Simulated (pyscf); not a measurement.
# BH, singlet

Gas-phase minimum from PySCF at ωB97X-D3(BJ)/def2-SVP, one conformer. 

SMILES: [BH]
```xyz
2

B      0.7558    -0.0769    -0.4651
H      1.6226     0.8201    -0.4181
```
Charge 0, spin multiplicity 1.

Bond lengths (Å): B1–H2 1.248.

Properties at ωB97X-D3(BJ)/def2-SVP:

- Harmonic wavenumbers, unscaled = 2404 cm⁻¹
- Zero-point energy = 3.4 kcal/mol
- Rotational symmetry number = 1
- Entropy of this conformer at 298 K and 1 atm, rigid rotor and harmonic oscillator, modes under 100 cm⁻¹ raised to 100 = 171.7 J/(mol K)
- Dipole moment = 1.66 D

Single-point totals, which compare only within one level (frozen core for MP2 and CC):

```json
[
 {"level": "ωB97X-D3(BJ)/def2-TZVP", "total energy (hartree)": "-25.31319"},
 {"level": "PBE/def2-TZVP", "total energy (hartree)": "-25.23898"},
 {"level": "r²SCAN/def2-TZVP", "total energy (hartree)": "-25.26304"},
 {"level": "B3LYP-D3(BJ)/def2-TZVP", "total energy (hartree)": "-25.29996"},
 {"level": "PBE0-D3(BJ)/def2-TZVP", "total energy (hartree)": "-25.24774"},
 {"level": "M06-2X/def2-TZVP", "total energy (hartree)": "-25.28239"},
 {"level": "ωB97M-D3(BJ)/def2-TZVP", "total energy (hartree)": "-25.30599"},
 {"level": "HF/def2-TZVPP", "total energy (hartree)": "-25.13019"},
 {"level": "MP2/def2-TZVPP", "total energy (hartree)": "-25.20324"},
 {"level": "CCSD/def2-TZVPP", "total energy (hartree)": "-25.22858"},
 {"level": "CCSD(T)/def2-TZVPP", "total energy (hartree)": "-25.23062"}
]
```

The CCSD(T) − MP2 part came from Ansatz, without density fitting, on the same reference.
